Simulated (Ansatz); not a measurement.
## CHGeO, doublet in cc-pVDZ: errors against UCCSDT(Q)

Geometry: a PBE0/def2-TZVP stationary point for this spin, not checked as a minimum.

```yaml
atoms:
  - { symbol: C, position_ang: [0.0000, -0.0124, 2.9133] }
  - { symbol: O, position_ang: [0.0000, 0.0347, 1.7883] }
  - { symbol: Ge, position_ang: [0.0000, -0.0272, -0.8669] }
  - { symbol: H, position_ang: [0.0000, 1.5543, -0.6238] }
```

Basis cc-pVDZ; Ansatz 0.2.0. Correlated methods freeze the noble-gas cores and the filled d shells of p-block atoms, which leaves 15 electrons in 44 orbitals. R marks a restricted (for open shells ROHF) determinant, U an unrestricted one. No spin–orbit coupling is included, and no scalar relativity.

Full CI isn't at hand for all of this; UCCSDT(Q) serves as the reference, and is uncertain by about the last step of the cluster series.

* UHF ⟨S²⟩: 0.764
* T1 diagnostic (RCCSD): 0.0198
* largest doubles amplitude (RCCSD): 0.076
* T1 diagnostic (UCCSD): 0.0186

From what is known of these methods and the diagnostics, rank them by the size of their error in total energy against UCCSDT(Q) in cc-pVDZ, smallest first (an estimate: the text doesn't fix the numbers).
A. UCCSD
B. UMP2
C. UHF
D. UCCSDT
E. UCCSD(T)

D (31 meV), E (54 meV), A (394 meV), B (1175 meV), C (10677 meV).

All errors are against UCCSDT(Q) in cc-pVDZ. Within each family the higher level lies nearer, as is usual though not guaranteed.

Atomization energy (electronic, same basis, no zero-point term; atoms at the same level, unrestricted beside the R rows where the molecule is a closed shell, but restricted open-shell past Ca, as are all atoms' steps beyond CCSDT(Q)) at UCCSDT(Q): 1279.3 kJ/mol. Errors of other levels:

```json
{"level": "UHF", "error (kJ/mol)": "-367.2"}
{"level": "UMP2", "error (kJ/mol)": "32.8"}
{"level": "UCCSD", "error (kJ/mol)": "-29.4"}
{"level": "UCCSD(T)", "error (kJ/mol)": "-3.1"}
{"level": "UCCSDT", "error (kJ/mol)": "-2.7"}
```

This basis is far from its limit, so the value isn't to be set against a measured one.
